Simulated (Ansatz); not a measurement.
Input for Ansatz (development build ahead of 0.2.0):

```yaml
crystal:
  periodic: [false, false, false]
  atoms:
    - { symbol: Si, position_ang: [0.0, 0.0, 0.0] }
    - { symbol: O, position_ang: [0.0, 0.0, 5.012] }
basis:
  gaussian: { orbitals: pcseg-2 }
magnetization:
  initial_magnetization: 2
hamiltonian:
  xc: pbe0
```

The input is written out in the form of the current development build from the run's settings.

Results

```json
{
  "Converged": "yes",
  "Total energy": "-364.22314 hartree",
  "Spin squared of the determinant": "2.000",
  "Stability test": "minimum among restricted orbitals"
}
```

Caution: stretched shape with no unrestricted run beside it, a lower state can exist; charge can spread falsely over distant fragments.
